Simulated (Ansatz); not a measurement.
# H6O2Si: the cost of one run

Computed with Ansatz 0.2.0, Gaussian basis. Level: r2SCAN-D4/def2-SVP.

**1. Starting geometry**

The start, a pair relaxed at PBE0-D4: SMILES `O.[SiH3]O`, 9 atoms, charge 0, spin multiplicity 1.

Atoms are counted from 1 here; the program's logs count them from 0.

Bond lengths: O1–H2 0.960 Å, O1–H3 0.960 Å, Si4–O5 1.635 Å, Si4–H6 1.493 Å, Si4–H7 1.483 Å, Si4–H8 1.493 Å, O5–H9 0.971 Å. Angles: H2–O1–H3 106.1°, O5–Si4–H6 112.3°, O5–Si4–H7 107.2°, O5–Si4–H8 112.3°, H6–Si4–H7 109.0°, H6–Si4–H8 107.0°, H7–Si4–H8 109.0°, Si4–O5–H9 117.0°.

As a file:

| atom | x (Å) | y (Å) | z (Å) |
| --- | --- | --- | --- |
| O1 | 0.1466 | -0.0488 | -2.2092 |
| H2 | -0.7520 | 0.0339 | -2.5372 |
| H3 | 0.4295 | -0.9400 | -2.4275 |
| Si4 | -0.0839 | 0.0558 | 1.5455 |
| O5 | 0.6957 | 0.8926 | 0.3769 |
| H6 | 0.2785 | -1.3923 | 1.5417 |
| H7 | 0.3096 | 0.6493 | 2.8460 |
| H8 | -1.5678 | 0.1345 | 1.4044 |
| H9 | 0.5439 | 0.6148 | -0.5406 |

**2. The run**

Contents of md/in.yaml:

```yaml
crystal:
  periodic: [false, false, false]
  atoms:
    - {symbol: O, position_ang: [0.146578, -0.048808, -2.209191]}
    - {symbol: H, position_ang: [-0.751987, 0.033919, -2.537218]}
    - {symbol: H, position_ang: [0.429494, -0.939980, -2.427517]}
    - {symbol: Si, position_ang: [-0.083919, 0.055819, 1.545488]}
    - {symbol: O, position_ang: [0.695652, 0.892626, 0.376947]}
    - {symbol: H, position_ang: [0.278478, -1.392277, 1.541734]}
    - {symbol: H, position_ang: [0.309581, 0.649273, 2.846035]}
    - {symbol: H, position_ang: [-1.567805, 0.134483, 1.404380]}
    - {symbol: H, position_ang: [0.543929, 0.614844, -0.540560]}
basis:
  gaussian: {orbitals: def2-SVP}
hamiltonian: {xc: r2scan, dispersion: d4}
md: {n_steps: 80, timestep: 0.5, temperature: 300, ensemble: nvt_nose_hoover, seed: 473, initial_velocities: maxwell_boltzmann}
```

Started as:

```sh
> ansatz run in.yaml --threads 4 --pin off --events-out ev --progress --plain --max-ram 9574MiB
```

**Question.** How long does this run take on 4 threads of Arm Neoverse V1, shared host?

About 70 s.
